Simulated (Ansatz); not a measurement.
# AlH5SSi: from a rough start to a minimum

What shape does AlH5SSi take? The plan is to relax it, check the end point by its vibrations and derive ideal-gas thermochemistry, and look at its orbitals and charge.

Computed with Ansatz 0.2.0, Gaussian basis. Level: RKS PBE0-D4/def2-TZVP.

Plan: relaxation at PBE-D4/def2-SVP; relaxation at PBE0-D4/def2-TZVP; harmonic vibrations at the same level; a single point in def2-TZVPP for the fields.

## Step 1: The starting structure

SMILES `[AlH2][S][SiH3]`, 8 atoms, charge 0, spin multiplicity 1.

Atoms are counted from 1 here; the program's logs count them from 0.

Bond lengths: Al1–S2 2.207 Å, Al1–H4 1.572 Å, Al1–H5 1.607 Å, S2–Si3 2.130 Å, Si3–H6 1.477 Å, Si3–H7 1.428 Å, Si3–H8 1.526 Å. Angles: S2–Al1–H4 121.4°, S2–Al1–H5 122.6°, H4–Al1–H5 116.1°, Al1–S2–Si3 91.5°, S2–Si3–H6 109.4°, S2–Si3–H7 112.3°, S2–Si3–H8 109.4°, H6–Si3–H7 109.2°, H6–Si3–H8 106.1°, H7–Si3–H8 110.3°.

The start is a force-field geometry with small random shifts, so a cheaper pass at PBE-D4/def2-SVP comes first.

## Step 2: Optimising with PBE-D4/def2-SVP (cheap first pass)

in.yaml

```yaml
crystal:
  periodic: [false, false, false]
  atoms:
    - {symbol: Al, position_ang: [-0.716000, 1.062900, -1.176600]}
    - {symbol: S, position_ang: [0.275500, -0.904900, -1.308400]}
    - {symbol: Si, position_ang: [0.578100, -0.956000, 0.799500]}
    - {symbol: H, position_ang: [-2.267800, 1.184200, -0.953400]}
    - {symbol: H, position_ang: [0.088200, 2.447700, -1.313500]}
    - {symbol: H, position_ang: [1.315900, -2.183800, 1.160700]}
    - {symbol: H, position_ang: [-0.652000, -0.917900, 1.523600]}
    - {symbol: H, position_ang: [1.470200, 0.210800, 1.212200]}
basis:
  gaussian: {orbitals: def2-SVP}
hamiltonian: {xc: pbe, dispersion: d4}
relax: {f_tol: 0.03, max_steps: 200}
```

On the command line:

```bash
$ ansatz run in.yaml --threads 2 --pin off --events-out ev --progress --plain --max-ram 4352MiB
```

Standard output (excerpt; [...] marks lines left out):

```text
Functional definition: PBE
  name "PBE"
  cite "Perdew, Burke & Ernzerhof, Phys. Rev. Lett. 77, 3865 (1996) doi:10.1103/PhysRevLett.77.3865"
  parent pbe
[...]
884 factors; their error is unknown
[...]
mean field -25371.28167703 eV, -932.3774043585 hartree, gradient 4.6e-5 eV, S^2 0.000000; 0 other end points of the search recorded, 0 dependent functions left out
[...]
reference -25371.28171743 eV, -932.3774058432 hartree; 24, 24 occupied and 55, 55 virtual orbitals, 884 factors
relax step   1: F+E_penalty+E_count = -25371.46573915 eV  Δ(F+E_penalty+E_count) = +0.000e0 eV  max|allowed force component| = 1.579e0 eV/Å  Δτ_max = 0.0000 Å  (23 SCF iters, accepted)
[...]
relax step   6: F+E_penalty+E_count = -25371.58133220 eV  Δ(F+E_penalty+E_count) = -3.339e-4 eV  max|allowed force component| = 8.051e-3 eV/Å  Δτ_max = 0.0104 Å  (27 SCF iters, accepted)
[...]
relax step  11: F+E_penalty+E_count = -25371.58612699 eV  Δ(F+E_penalty+E_count) = -2.648e-3 eV  max|allowed force component| = 8.272e-2 eV/Å  Δτ_max = 0.0508 Å  (26 SCF iters, accepted)
[...]
relax step  16: F+E_penalty+E_count = -25371.67839263 eV  Δ(F+E_penalty+E_count) = -4.446e-2 eV  max|allowed force component| = 2.781e-1 eV/Å  Δτ_max = 0.1966 Å  (26 SCF iters, accepted)
[...]
relax step  19: F+E_penalty+E_count = -25371.80124870 eV  Δ(F+E_penalty+E_count) = -3.471e-2 eV  max|allowed force component| = 8.635e-2 eV/Å  Δτ_max = 0.2000 Å  (26 SCF iters, accepted)
[...]
relax step  20: F+E_penalty+E_count = -25371.81678664 eV  Δ(F+E_penalty+E_count) = -1.554e-2 eV  max|allowed force component| = 2.848e-2 eV/Å  Δτ_max = 0.1911 Å  (25 SCF iters, accepted)
884 factors; their error is unknown
[...]
mean field -25371.63588252 eV, -932.3904211703 hartree, gradient 2.5e-5 eV, S^2 0.000000; 1 other end points of the search recorded, 0 dependent functions left out
[...]
reference -25371.63592260 eV, -932.3904226430 hartree; 24, 24 occupied and 55, 55 virtual orbitals, 884 factors
Total energy: -25371.81682672 eV, -932.3970707467 hartree
Atom 0 at    -0.640052     1.285755    -1.254019 Å, force     0.025343    -0.026706    -0.002909 eV/Å
Atom 1 at     0.871396    -0.312677    -1.131871 Å, force    -0.010877     0.010822     0.017103 eV/Å
Atom 2 at     0.571718    -1.034191     0.893542 Å, force    -0.007207     0.019494    -0.009901 eV/Å
Atom 3 at    -1.676714     1.508870    -0.059181 Å, force     0.028485    -0.009363     0.004806 eV/Å
Atom 4 at    -0.590098     2.139714    -2.595490 Å, force    -0.025782     0.016606    -0.021241 eV/Å
Atom 5 at     1.264445    -2.363740     0.990394 Å, force    -0.011018     0.014056    -0.003902 eV/Å
Atom 6 at    -0.888289    -1.195326     1.212197 Å, force    -0.008156    -0.016586    -0.003069 eV/Å
Atom 7 at     1.179693    -0.085404     1.888527 Å, force     0.009213    -0.008323     0.019114 eV/Å
Dipole moment:    -0.131499     0.045684     0.156909 e Å
```

Wall time 21 s (2 threads of Intel Xeon at 2.80GHz, shared host).

Step by step:

```tsv
step	energy from step 1 (eV)	largest force component (eV/Å)
1	0.0000	1.5794
2	-0.1004	0.4470
3	-0.1131	0.0452
4	-0.1145	0.0354
5	-0.1153	0.0438
6	-0.1156	0.0081
7	-0.1157	0.0065
8	-0.1159	0.0265
9	-0.1165	0.0378
10	-0.1177	0.0556
11	-0.1204	0.0827
12	-0.1255	0.1411
13	-0.1344	0.2080
14	-0.1484	0.2647
15	-0.1682	0.2957
16	-0.2127	0.2781
17	-0.2428	0.3222
18	-0.3008	0.2157
19	-0.3355	0.0863
20	-0.3510	0.0285
```

The force was under the threshold of 0.03 eV/Å already at step 6, but the program went on to step 20.

Close pairs (by a distance rule), those that changed most:

```tsv
bond	before (Å)	after (Å)	change (Å)
Si3–H7	1.428	1.503	+0.075
S2–Si3	2.130	2.171	+0.041
Al1–H4	1.572	1.598	+0.025
Si3–H6	1.477	1.502	+0.025
Si3–H8	1.526	1.503	-0.022
Al1–H5	1.607	1.591	-0.016
Al1–S2	2.207	2.203	-0.004
```

## Step 3: Relaxation at PBE0-D4/def2-TZVP

in.yaml

```yaml
crystal:
  periodic: [false, false, false]
  atoms:
    - {symbol: Al, position_ang: [-0.640052, 1.285755, -1.254019]}
    - {symbol: S, position_ang: [0.871396, -0.312677, -1.131871]}
    - {symbol: Si, position_ang: [0.571718, -1.034191, 0.893542]}
    - {symbol: H, position_ang: [-1.676714, 1.508870, -0.059181]}
    - {symbol: H, position_ang: [-0.590098, 2.139714, -2.595490]}
    - {symbol: H, position_ang: [1.264445, -2.363740, 0.990394]}
    - {symbol: H, position_ang: [-0.888289, -1.195326, 1.212197]}
    - {symbol: H, position_ang: [1.179693, -0.085404, 1.888527]}
basis:
  gaussian: {orbitals: def2-TZVP}
hamiltonian: {xc: pbe0, dispersion: d4}
relax: {f_tol: 0.005, max_steps: 150}
```

Same command.

Standard output (excerpt; [...] marks lines left out):

```text
Functional definition: PBE0
  name "PBE0"
  cite "Adamo & Barone, J. Chem. Phys. 110, 6158 (1999) doi:10.1063/1.478522"
  cite "Perdew, Burke & Ernzerhof, Phys. Rev. Lett. 77, 3865 (1996) doi:10.1103/PhysRevLett.77.3865"
  parent pbe
[...]
1038 factors; their error is unknown
[...]
mean field -25383.10664241 eV, -932.8119638211 hartree, gradient 3.4e-5 eV, S^2 0.000000; 0 other end points of the search recorded, 0 dependent functions left out
[...]
reference -25383.10667816 eV, -932.8119651348 hartree; 24, 24 occupied and 117, 117 virtual orbitals, 1038 factors
relax step   1: F+E_penalty+E_count = -25383.26075754 eV  Δ(F+E_penalty+E_count) = +0.000e0 eV  max|allowed force component| = 4.340e-1 eV/Å  Δτ_max = 0.0000 Å  (24 SCF iters, accepted)
[...]
reference -25383.13747244 eV, -932.8130968035 hartree; 24, 24 occupied and 117, 117 virtual orbitals, 1038 factors
Total energy: -25383.29413632 eV, -932.8188540949 hartree
Atom 0 at    -0.555523     1.279904    -1.211223 Å, force    -0.001847    -0.000271    -0.001479 eV/Å
Atom 1 at     0.804843    -0.422885    -1.185303 Å, force    -0.000511     0.000521     0.002387 eV/Å
Atom 2 at     0.508066    -1.035553     0.844835 Å, force    -0.001731     0.002941    -0.004700 eV/Å
Atom 3 at    -1.349116     1.626687     0.112848 Å, force     0.001036    -0.000156    -0.000097 eV/Å
Atom 4 at    -0.678892     2.083866    -2.563598 Å, force     0.001123    -0.000759     0.001719 eV/Å
Atom 5 at     1.374974    -2.219474     1.061493 Å, force     0.001750    -0.003028     0.001003 eV/Å
Atom 6 at    -0.907390    -1.408684     1.092095 Å, force    -0.000105    -0.000359     0.000483 eV/Å
Atom 7 at     0.895136     0.039140     1.792952 Å, force     0.000284     0.001111     0.000684 eV/Å
Dipole moment:    -0.108923     0.082056     0.111619 e Å
```

It took 32 s on 2 threads of Intel Xeon at 2.80GHz, shared host.

Along the way:

```tsv
step	energy from step 1 (eV)	largest force component (eV/Å)
1	0.0000	0.4340
2	-0.0259	0.0794
3	-0.0282	0.0507
4	-0.0296	0.0194
5	-0.0305	0.0276
6	-0.0307	0.0245
7	-0.0317	0.0090
8	-0.0324	0.0580
9	-0.0327	0.0561
10	-0.0330	0.0394
11	-0.0331	0.0206
12	-0.0333	0.0121
13	-0.0333	0.0097
14	-0.0333	0.0054
15	-0.0333	0.0047
```

Close pairs (by a distance rule), those that changed most:

```tsv
bond	before (Å)	after (Å)	change (Å)
S2–Si3	2.171	2.141	-0.030
Al1–S2	2.203	2.180	-0.024
Si3–H6	1.502	1.483	-0.019
Si3–H8	1.503	1.484	-0.019
Si3–H7	1.503	1.485	-0.018
Al1–H4	1.598	1.582	-0.015
Al1–H5	1.591	1.578	-0.013
```

Mulliken charges of the relaxed molecule (report file):

```tsv
atom	value (e)
Al1	0.35
S2	-0.31
Si3	0.16
H4	-0.08
H5	-0.08
H6	-0.01
H7	-0.01
H8	-0.01
```

## Step 4: Vibrations by finite differences

in.yaml

```yaml
crystal:
  periodic: [false, false, false]
  atoms:
    - {symbol: Al, position_ang: [-0.555523, 1.279904, -1.211223]}
    - {symbol: S, position_ang: [0.804843, -0.422885, -1.185303]}
    - {symbol: Si, position_ang: [0.508066, -1.035553, 0.844835]}
    - {symbol: H, position_ang: [-1.349116, 1.626687, 0.112848]}
    - {symbol: H, position_ang: [-0.678892, 2.083866, -2.563598]}
    - {symbol: H, position_ang: [1.374974, -2.219474, 1.061493]}
    - {symbol: H, position_ang: [-0.907390, -1.408684, 1.092095]}
    - {symbol: H, position_ang: [0.895136, 0.039140, 1.792952]}
basis:
  gaussian: {orbitals: def2-TZVP}
hamiltonian: {xc: pbe0, dispersion: d4}
phonons: {temperatures: {t_min: 298.15, t_max: 900, t_step: 200}}
```

The command is unchanged.

Standard output (excerpt; [...] marks lines left out):

```text
Functional definition: PBE0
  name "PBE0"
  cite "Adamo & Barone, J. Chem. Phys. 110, 6158 (1999) doi:10.1063/1.478522"
  cite "Perdew, Burke & Ernzerhof, Phys. Rev. Lett. 77, 3865 (1996) doi:10.1103/PhysRevLett.77.3865"
  parent pbe
[...]
1038 factors; their error is unknown
[...]
mean field -25383.13744010 eV, -932.8130956151 hartree, gradient 3.2e-5 eV, S^2 0.000000; 0 other end points of the search recorded, 0 dependent functions left out
[...]
reference -25383.13747490 eV, -932.8130968940 hartree; 24, 24 occupied and 117, 117 virtual orbitals, 1038 factors
[...]
1038 factors; their error is unknown
[...]
mean field -25383.13739176 eV, -932.8130938388 hartree, gradient 3.0e-6 eV, S^2 0.000000; 0 other end points of the search recorded, 0 dependent functions left out
[...]
Atom 0 at    -0.555523     1.279904    -1.211223 Å, force    -0.001886    -0.000265    -0.001477 eV/Å
Atom 1 at     0.804843    -0.422885    -1.185303 Å, force    -0.000483     0.000532     0.002381 eV/Å
Atom 2 at     0.508066    -1.035553     0.844835 Å, force    -0.001726     0.002876    -0.004678 eV/Å
Atom 3 at    -1.349116     1.626687     0.112848 Å, force     0.001038    -0.000154    -0.000110 eV/Å
Atom 4 at    -0.678892     2.083866    -2.563598 Å, force     0.001128    -0.000761     0.001724 eV/Å
Atom 5 at     1.374974    -2.219474     1.061493 Å, force     0.001766    -0.003028     0.000995 eV/Å
Atom 6 at    -0.907390    -1.408684     1.092095 Å, force    -0.000112    -0.000306     0.000488 eV/Å
Atom 7 at     0.895136     0.039140     1.792952 Å, force     0.000275     0.001108     0.000677 eV/Å
Dipole moment:    -0.108922     0.082055     0.111619 e Å
Vibrations: 64.55 121.33 180.90 459.82 487.98 529.07 582.70 632.28 647.64 763.66 931.46 941.59 945.82 1936.99 1960.53 2228.88 2235.21 2244.22 cm⁻¹, zero-point energy 1.109326 eV
```

It took 71 s on 2 threads of Intel Xeon at 2.80GHz, shared host.

Motions are named by where the mode's potential energy lies. Wavenumbers, unscaled:

```tsv
mode	cm⁻¹	motion
1	65	torsion
2	121	bend
3	181	torsion
4	460	bend with Si–S stretch
5	488	Al–S stretch
6	529	Si–S stretch
7	583	out-of-plane bend with torsion
8	632	bend
9	648	bend
10	764	bend
11	931	bend
12	942	bend
13	946	bend
14	1937	Al–H stretch
15	1961	Al–H stretch
16	2229	Si–H stretch
17	2235	Si–H stretch
18	2244	Si–H stretch
```

From these modes and the moments of inertia (298.15 K, 1 bar, symmetry number 1):

```tsv
term	value
zero-point energy	107.0 kJ/mol
H(298) − E	126.0 kJ/mol
entropy, translation	165.3 J/(mol K)
entropy, rotation	108.8 J/(mol K)
entropy, vibration	56.9 J/(mol K)
entropy, total	331.0 J/(mol K)
```

## Step 5: Fields at the relaxed geometry

Edit in.yaml of step 4 so:

```diff
@@ -12,4 +12,4 @@
 basis:
-  gaussian: {orbitals: def2-TZVP}
+  gaussian: {orbitals: def2-TZVPP}
 hamiltonian: {xc: pbe0, dispersion: d4}
-phonons: {temperatures: {t_min: 298.15, t_max: 900, t_step: 200}}
+output: {orbitals: {seedname: orbitals}}
```

Launched as before.

Standard output:

```text
Functional definition: PBE0
  name "PBE0"
  cite "Adamo & Barone, J. Chem. Phys. 110, 6158 (1999) doi:10.1063/1.478522"
  cite "Perdew, Burke & Ernzerhof, Phys. Rev. Lett. 77, 3865 (1996) doi:10.1103/PhysRevLett.77.3865"
  parent pbe
  parameter a = 0.25
  parameter kappa = 0.804
  parameter beta = 0.06672455060314922
  exchange = (1 - a)*pbe_x(kappa = kappa, mu = beta*pi^2/3) + a*exact_x
  correlation = pbe_c(beta = beta)
1201 factors; their error is unknown
mean field evaluation 1: about -25382.2426 eV, gradient 1.7e1 eV
mean field evaluation 2: about -25382.5906 eV, gradient 1.5e1 eV
mean field evaluation 4: about -25383.1247 eV, gradient 8.9e-1 eV
mean field evaluation 8: about -25383.1609 eV, gradient 1.5e-1 eV
mean field -25383.16094129 eV, -932.8139592678 hartree, gradient 4.8e-5 eV, S^2 0.000000; 0 other end points of the search recorded, 0 dependent functions left out
reference -25383.16097574 eV, -932.8139605340 hartree; 24, 24 occupied and 172, 172 virtual orbitals, 1201 factors
Total energy: -25383.31763962 eV, -932.8197178252 hartree
```

Wall time 2.4 s (2 threads of Intel Xeon at 2.80GHz, shared host); peak memory 0.42 GiB.

The fields below are evaluated on a grid from the run's orbitals.

Frontier orbitals at PBE0-D4/def2-TZVPP, with the share of their density that lies nearest to each atom:

```tsv
orbital	energy (eV)	lies on
HOMO-1	-8.50	S2 50 %; H4 27 %; Al1 9 %
HOMO	-7.78	S2 76 %; H7, H8 about 7 % each; Al1 7 %
LUMO	-1.58	Al1 49 %; H4, H5 about 17 % each; S2 10 %
```

ELF in a plane through or near 6 of the atoms.

Values, 10 rows by 14 columns:
```
0.00 0.00 0.00 0.00 0.00 0.00 0.00 0.00 0.00 0.00 0.00 0.00 0.00 0.00
0.00 0.00 0.00 0.00 0.00 0.00 0.00 0.01 0.29 0.31 0.01 0.00 0.00 0.00
0.00 0.00 0.00 0.00 0.00 0.02 0.01 0.20 1.00 1.00 0.70 0.00 0.00 0.00
0.00 0.00 0.00 0.00 0.06 0.24 0.12 0.15 1.00 1.00 0.57 0.01 0.00 0.00
0.00 0.00 0.01 0.13 0.17 0.11 0.22 0.08 0.45 0.19 0.30 0.79 0.36 0.00
0.00 0.00 0.36 0.96 0.84 0.85 0.22 0.56 0.10 0.81 0.94 1.00 0.96 0.01
0.00 0.00 0.72 1.00 1.00 0.40 0.87 0.24 0.87 0.14 0.99 1.00 0.97 0.00
0.00 0.00 0.11 0.97 0.81 0.07 0.78 0.31 0.73 0.08 0.55 0.95 0.28 0.00
0.00 0.00 0.00 0.01 0.01 0.04 0.66 0.85 0.54 0.02 0.00 0.01 0.00 0.00
0.00 0.00 0.00 0.00 0.00 0.00 0.08 0.19 0.05 0.00 0.00 0.00 0.00 0.00
```
The map spans 11.8 Å across and 8.2 Å up, centred on the molecule. Atoms in the plane (x, y in Å): Al1 (1.9, 0.0), S2 (0.2, -1.5), Si3 (-1.4, -0.1), H4 (1.5, 1.5), H5 (3.3, -0.6), H6 (-2.7, -0.9).

log10 of the density (e/Å³) in the same plane.

Ten even steps from '0' (-4.0) to '9' (2.6):
```
0000000000000000000000000000
0000000000000000111000000000
0000000000000011222110000000
0000000001111122333221000000
0000000112222223444322100000
0000001223333234555432110000
0000011234443334565433211000
0000012344554444555543321100
0000123445555444556544332100
0001234455875444578655432210
0001234556975555578655543210
0001234565665555566556543210
0001235665555666554555543210
0001234554455796554444432100
0000123343445676543333322100
0000112222345555443222211000
0000011112234444432211110000
0000000001223333321100000000
0000000000112222211000000000
0000000000001111100000000000
```
The map spans 11.8 Å across and 8.2 Å up, centred on the molecule. Atoms in the plane (x, y in Å): Al1 (1.9, 0.0), S2 (0.2, -1.5), Si3 (-1.4, -0.1), H4 (1.5, 1.5), H5 (3.3, -0.6), H6 (-2.7, -0.9).

On the surface of density 0.002 e/bohr³ the electrostatic potential runs, from the 1st to the 99th percentile, from -0.50 V near S2 to 3.21 V near Al1.

## Step 6: Outcome

| quantity | value |
| --- | --- |
| point group | Cs |
| steps | 20 + 15 |
| shift from the start (rms) | 0.883 Å |
| total energy | -25383.2941 eV |
| dispersion term | -157 meV |
| dipole moment | 0.85 D |
| lowest, highest wavenumber | 65, 2244 cm⁻¹ |
| zero-point energy | 107.0 kJ/mol |
| entropy at 298.15 K | 331.0 J/(mol K) |
| HOMO, LUMO | -7.78, -1.58 eV |

The atoms moved 0.88 Å (rms) from the start; the bond that changed most is Si3–H7, from 1.428 to 1.485 Å. All wavenumbers are real, so the end point is a minimum. The stiffest mode, 2244 cm⁻¹, is an Si–H stretch, and 3 modes under 200 cm⁻¹ make the vibrational entropy uncertain. Harmonic hybrid wavenumbers usually lie a few per cent above measured fundamentals. The largest Mulliken charge, +0.35 e, sits on Al1. The HOMO lies mostly on S2 76 %; H7, H8 about 7 % each and the LUMO on Al1 49 %; H4, H5 about 17 % each.
